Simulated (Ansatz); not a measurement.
Two isomers of C2H3NO2: A = `O=C=NCO`, B = `N#COCO`.

Isolated molecules relaxed with PBE0-D4/def2-TZVP in Ansatz; ΔE leaves out vibrations. CCSD(T)/CBS adds triple-zeta CCSD(T) − MP2 to the extrapolated MP2 energy (def2 sets, frozen cores). Functionals use def2-TZVPP. B3LYP here is the variant with VWN-RPA as its local correlation; programs differ in this. Each species was taken in one conformer, which may not be the lowest.

Which isomer does CCSD(T)/CBS put lower? Give the gap. (Estimate.)

Computed: A, by 100.9 kJ/mol.

Give E(B) − E(A) in kJ/mol with CCSD/def2-TZVPP, B3LYP, MP2/def2-TZVPP, CCSD(T)/def2-SVP, CCSD(T)/def2-TZVPP, PBE-D4, PBE0-D4. (Estimate.)

The calculation gave: CCSD/def2-TZVPP 94.4, B3LYP 115.7, MP2/def2-TZVPP 106.7, CCSD(T)/def2-SVP 108.2, CCSD(T)/def2-TZVPP 98.2, PBE-D4 125.8, PBE0-D4 121.5. None reverses the order clearly.

Does the order hold for the free energy at 298.15 K (harmonic terms from PBE0-D4)? (Estimate.)

The calculation gave: Yes: G(B) − G(A) = +100.0 kJ/mol, for one conformer each. Modes under 60 cm⁻¹, often nearly free rotors, make the harmonic entropy too high.

Largest T1 diagnostic: 0.015.

From BLYP to BHLYP (50 % exact exchange), in def2-TZVPP and without D4, E(B) − E(A) moves by −8.4 kJ/mol. Leaving LDA and LC-ωPBE aside and taking each functional with its dispersion term where it has one, the values, not all of them listed here, spread over 18.5 kJ/mol, from ωB97M-V to PBE-D4. LDA lies +6.7 kJ/mol from PBE without D4.
